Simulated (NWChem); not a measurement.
chlorine (Cl₂); SMILES ClCl

All runs: NWChem. All runs use the structure optimised with B3LYP/6-31G* (spherical d).

What does the run give for LDA (Slater exchange, VWN5)/def2-SVP? Quantities: highest occupied level (eV); orbital gap (eV).


| Item | Result |
|---|---|
| highest occupied level (eV) | -7.12 |
| orbital gap (eV) | 2.61 |
